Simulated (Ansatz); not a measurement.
**Si₂O (quintet): the correlation ladder, cc-pVDZ**

The task here is to estimate one member of a computed series from the others.

Computed with Ansatz 0.2.0, Gaussian basis. Level: cc-pVDZ, core rule «outside noble gas», up to 11 orbitals frozen.

To be run: UHF; CCSD(T) on ROHF; CCSD(T) on UHF; BCCD(T) on ROHF; CISD; CCSDT(Q) on ROHF; CCSDT(Q) on UHF.

41 further runs of the same task are left out: 10 for a known fault of the program, 19 that didn't finish, 12 set aside as unsound or not needed.

### The system

The geometry is a PBE0/def2-TZVP stationary point (not a proven minimum) of the parent state, kept for this charge and spin.

3 atoms, charge 0, spin multiplicity 5.

Atoms are counted from 1 here; the program's logs count them from 0.

Bond lengths: Si1–O2 1.638 Å, O2–Si3 1.638 Å. Angles: Si1–O2–Si3 180.0°.

Set-up of the first run:

in.yaml

```yaml
crystal:
  periodic: [false, false, false]
  atoms:
    - {symbol: Si, position_ang: [0.000000, 0.000000, 1.638100]}
    - {symbol: O, position_ang: [0.000000, 0.000000, 0.000000]}
    - {symbol: Si, position_ang: [0.000000, 0.000000, -1.638100]}
basis:
  gaussian: {orbitals: cc-pVDZ}
magnetization: {spin_polarized: true, initial_magnetization: 4}
hamiltonian: {xc: hf}
output: {orbitals: {seedname: orbitals}}
```

Started as:

```bash
ansatz run in.yaml --threads 1 --pin off --events-out ev --progress --plain --max-ram 2393MiB
```

Among the steps run: UHF; CCSD(T) on ROHF; CCSD(T) on UHF; BCCD(T) on ROHF; CISD; CCSDT(Q) on ROHF; CCSDT(Q) on UHF.

One table of the session follows, with a row left open; its other results are not shown here.

```
   method  from RCCSDT(Q) (kJ/mol)
     ROHF                   +831.4
     RMP2                        ?
     UMP2                   +113.1
     CISD                   +113.1
    RCCSD                    +43.0
    UCCSD                    +67.3
 RCCSD(T)                    +18.2
 UCCSD(T)                    +10.2
  BCCD(T)                    +17.4
   RCCSDT                     +7.1
   UCCSDT                     +6.7
RCCSDT(Q)                        0
UCCSDT(Q)                     -1.7
```

Estimate the missing values for RMP2.

The run gave: from RCCSDT(Q) (kJ/mol): +102.8. In the column «from RCCSDT(Q) (kJ/mol)» it lies between UCCSD (+67.3) and UMP2 (+113.1).

Left out of the table: UHF (another determinant or state than the rows shown).

Caveats from the session: The report flags that the cluster equations may have other roots. The program flags UCCSD(T), RCCSDT(Q), UCCSDT(Q) as in doubt, so the zero of the table is itself unsure. Warnings: coupled cluster took another determinant than the lowest. Restricted and unrestricted rows rest on different reference determinants; where their highest levels disagree by more than a few hundredths of an eV, they describe different states and don't form one ladder.
